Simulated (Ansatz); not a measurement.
Input file:

```yaml
crystal:
  periodic: [false, false, false]
  atoms:
    - {symbol: B, position_ang: [0.000000, -0.102494, 1.548031]}
    - {symbol: Al, position_ang: [0.000000, 0.133111, -0.515218]}
    - {symbol: H, position_ang: [0.000000, -2.463929, -2.812057]}
basis:
  gaussian: {orbitals: 6-31G}
magnetization: {spin_polarized: false, initial_magnetization: 1}
correlation: {method: ccsdtq, electrons: outside_noble_gas}
```

```sh
$ ansatz run in.yaml --threads 1 --pin off --events-out ev --progress --plain --max-ram 2393MiB
```

Log:

```
499 factors; integrals over basis functions are off by at most 1.6e-7 eV
mean field evaluation 1: about -7256.6877 eV, gradient 1.5e1 eV
mean field evaluation 2: about -7256.6886 eV, gradient 1.5e1 eV
mean field evaluation 4: about -7259.0352 eV, gradient 1.1e1 eV
mean field evaluation 8: about -7261.0019 eV, gradient 3.3e0 eV
mean field evaluation 16: about -7261.1236 eV, gradient 2.0e-6 eV
mean field evaluation 32: about -7261.3129 eV, gradient 4.1e-2 eV
mean field evaluation 64: about -7261.1236 eV, gradient 1.7e-4 eV
mean field evaluation 96: about -7261.2814 eV, gradient 2.5e-2 eV
mean field evaluation 128: about -7261.2831 eV, gradient 4.0e-1 eV
mean field evaluation 160: about -7261.3108 eV, gradient 1.5e-1 eV
...
mean field -7261.31293910 eV, -266.8483286172 hartree, gradient 2.8e-6 eV, S^2 0.750000; 22 other end points of the search recorded, 0 dependent functions left out
...
determinant -7261.31293910 eV, -266.8483286172 hartree, with singles and doubles -7263.97221761 eV, -266.9460553001 hartree
determinant -7261.28164843 eV, -266.8471787063 hartree, with singles and doubles -7263.89065400 eV, -266.9430578924 hartree
determinant -7261.28015758 eV, -266.8471239186 hartree, with singles and doubles -7263.79857237 eV, -266.9396739550 hartree
determinant -7261.12356087 eV, -266.8413690957 hartree, with singles and doubles -7264.48832999 eV, -266.9650220799 hartree
determinant -7261.11416069 eV, -266.8410236455 hartree, with singles and doubles -7264.47929565 eV, -266.9646900742 hartree
determinant -7260.10440721 eV, -266.8039158894 hartree, with singles and doubles -7264.32558522 eV, -266.9590413203 hartree
determinant -7259.96147890 eV, -266.7986633710 hartree, with singles and doubles -7264.42412579 eV, -266.9626626194 hartree
determinant -7259.78389298 eV, -266.7921372088 hartree, with singles and doubles -7263.84591885 eV, -266.9414139063 hartree
determinant -7259.61357011 eV, -266.7858779586 hartree, with singles and doubles -7264.48047299 eV, -266.9647333407 hartree
determinant -7261.31293910 eV, -266.8483286172 hartree, with no singles and doubles
determinant -7261.12356087 eV, -266.8413690957 hartree, with singles and doubles -7264.48850448 eV, -266.9650284926 hartree
determinant -7261.11416069 eV, -266.8410236455 hartree, with singles and doubles -7264.48542984 eV, -266.9649155015 hartree
determinant -7260.10440721 eV, -266.8039158894 hartree, with singles and doubles -7264.97090391 eV, -266.9827563446 hartree
determinant -7259.96147890 eV, -266.7986633710 hartree, with singles and doubles -7265.11893921 eV, -266.9881965416 hartree
determinant -7259.61357011 eV, -266.7858779586 hartree, with no singles and doubles
unrestricted determinant -7263.06801343 eV, -266.9128264091 hartree, S^2 2.1436
6 core orbitals not correlated: weight in the atoms' cores, before any rotation towards them, 1.000 or more for the frozen orbitals, at most 0.000 for the correlated occupied ones
reference -7259.96147890 eV, -266.7986633710 hartree; 4, 3 occupied and 14, 15 virtual orbitals, 499 factors
second order -2.77697364 eV of doubles, -0.01451313 eV of singles
...
cycle 129  -5.47851941 eV  change   -1.7e-8 eV  update   2.9e-6
cycle 130  -5.47851938 eV  change    2.6e-8 eV  update   2.7e-6
cycle 131  -5.47851918 eV  change    2.0e-7 eV  update   2.4e-6
cycle 132  -5.47851998 eV  change   -8.0e-7 eV  update   1.8e-6
cycle 133  -5.47852056 eV  change   -5.8e-7 eV  update   1.6e-6
cycle 134  -5.47852126 eV  change   -7.0e-7 eV  update   1.3e-6
cycle 135  -5.47852231 eV  change   -1.1e-6 eV  update   1.2e-6
cycle 136  -5.47852297 eV  change   -6.6e-7 eV  update   9.7e-7
cycle 137  -5.47852363 eV  change   -6.6e-7 eV  update   8.5e-7
cycle 138  -5.47852370 eV  change   -6.6e-8 eV  update   6.0e-7
WARN: these amplitudes may be one of several solutions (largest doubles amplitude 0.94, level shift 1.52 eV)
Total energy: -7265.44000260 eV, -266.9999954035 hartree
```

The determinant lies 1.35 eV above the lowest one of its kind in the log. The T1 diagnostic is 0.264, too large for the energy to be relied on.

For the same geometry and basis full CI lies 3.9 meV lower. By full CI's occupations no single determinant describes the state well. The program flagged this run's energy as in doubt.

Ran on 1 thread of Arm Neoverse V2, shared host: 73 s wall, 0.22 GiB peak host memory.
